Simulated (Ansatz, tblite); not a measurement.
Forces on the cluster BO₂H at its PBE0-D4/def2-TZVP geometry. The state is a singlet with charge 0.

The xTB rows come from tblite. The structure holds 1 bond(s) between oxygen atoms. Another isomer (singlet) lies 6.63 eV lower at PBE0-D4/def2-TZVP; other spin states weren't run for this one.

GFN1-xTB (tblite), largest force 1.30 eV/Å:

```xyz
4
positions Å, forces eV/Å
B     0.089   -0.211   -0.599    0.022   -0.052   -0.147
O    -0.078    0.185    0.524   -0.094    0.224    0.634
O    -0.262    0.623    1.764    0.181   -0.429   -1.216
H     0.251   -0.597   -1.690   -0.108    0.257    0.728
```

GFN2-xTB (tblite), largest force 2.36 eV/Å:

```
B -0.092 0.217 0.616
O -0.123 0.294 0.833
O 0.327 -0.777 -2.200
H -0.112 0.265 0.751
```

PBE-D4/def2-TZVP (Ansatz), largest force 1.71 eV/Å:

```
B 0.208 -0.494 -1.398
O -0.237 0.562 1.593
O 0.010 -0.025 -0.071
H 0.018 -0.044 -0.124
```
